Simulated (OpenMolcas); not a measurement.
## A ladder of methods for BHCl2 (SMILES ClBCl)

The species is BHCl2 (4 atoms), meant as a singlet with charge 0. As SMILES, `ClBCl`. The coordinates come from a GFN2-xTB relaxation.

```xyz
4

Cl   -1.4971   -0.6691   -0.0161
B     0.0102    0.1176   -0.0552
Cl    1.3688   -0.5986    0.6748
H     0.1182    1.1501   -0.6036
```

Each level gives the energy change with the Cl1–B2 bond stretched from 1.701 to 4.252 Å (eV). The values are calculated.

```
                     level                 kind     program  value (eV)  less FCI/STO-3G  CPU time (all runs)
    HF/STO-3G (restricted)         Hartree–Fock  OpenMolcas        8.95            +3.91                3.7 s
 SVWN5/STO-3G (restricted)                  LDA  OpenMolcas        6.85            +1.81                 34 s
B2PLYP/STO-3G (restricted)        double hybrid  OpenMolcas        6.15            +1.11                 16 s
   MP2/STO-3G (restricted)  perturbation theory  OpenMolcas        6.38            +1.34                3.5 s
        CASPT2(2,2)/STO-3G       multireference  OpenMolcas        4.99            -0.05                3.2 s
        CASSCF(2,2)/STO-3G       multireference  OpenMolcas        4.67            -0.37                3.9 s
          MRCI(2,2)/STO-3G       multireference  OpenMolcas        5.03            -0.01                3.6 s
     SC-NEVPT2(2,2)/STO-3G       multireference  OpenMolcas        5.06            +0.02                3.1 s
                FCI/STO-3G   exact in the basis  OpenMolcas        5.04             0.00              3.2 min
```

FCI/STO-3G is exact within its basis and frozen core, so for wave-function methods in that basis the difference is their error; functionals converge differently with the basis, so for them it is only a difference. Spin-restricted single references rise too steeply as a bond breaks, Hartree–Fock most of all. The first shape isn't each level's own minimum. The values span 4.67 to 8.95 eV. All rows use very small basis sets, so even the best lies far from the true value. Times are those of the runs behind each value, whatever else they computed, on shared processors of several kinds: orders of magnitude only.
